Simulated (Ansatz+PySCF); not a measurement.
Results of a calculation; reference values are marked as such.
**Several solutions for singlet F₂**

```tsv
atom	x (Å)	y (Å)	z (Å)
F	0.0000	0.0000	-1.1012
F	0.0000	0.0000	1.1012
```

Basis set: STO-3G (spherical functions). Charge 0, multiplicity 1.

PBE0 (unrestricted) was run from several starts with Ansatz (development build ahead of 0.2.0) and PySCF 2.14.0.

```json
{"run": "A", "program": "Ansatz", "start": "search for the lowest state", "converged": "yes", "energy (hartree)": "-196.40968", "<S²>": "0.96"}
{"run": "B", "program": "PySCF", "start": "program defaults", "converged": "yes", "energy (hartree)": "-196.31653", "<S²>": "0.00"}
{"run": "C", "program": "Ansatz", "start": "atomic start, no search", "converged": "yes", "energy (hartree)": "-196.31658", "<S²>": "0.00"}
{"run": "D", "program": "Ansatz", "start": "stability test followed", "converged": "yes", "energy (hartree)": "-196.40968", "<S²>": "0.96"}
```

Question: Which runs reached the lowest solution of this kind, and what is wrong with the others?

Answer: A, D reached the lowest solution found. Converged but too high: B by 2.53 eV, C by 2.53 eV. Convergence only shows a stationary point, and even a stable one can lie too high; stability tests and further starts are what find lower ones. Caution: the unrestricted determinant is a mixture of spin states.
